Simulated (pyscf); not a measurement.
Thermochemistry of product channels of boric acid (HO–B(OH)–OH) + silane (SiH₄) on the singlet surface, in kcal/mol, from ωB97M-D3(BJ)/def2-TZVP energies (ideal gas, 1 atm, RRHO with modes under 100 cm⁻¹ raised to 100, one conformer, R ln 2 for chiral ones without a mode under 150 cm⁻¹). Single points on ωB97X-D3(BJ)/def2-SVP structures (PySCF, gas phase).

```csv
products,ΔE,ΔH(298 K),ΔG(298 K),ΔG(600 K)
silanol (HO–SiH₃) + HO–BH–OH,+10.0,+10.5,+7.9,+5.2
HO–B(OH)–O–SiH₃ + hydrogen (H₂),-15.6,-18.1,-17.6,-17.5
```

These are energies of the channels, which say nothing of barriers.
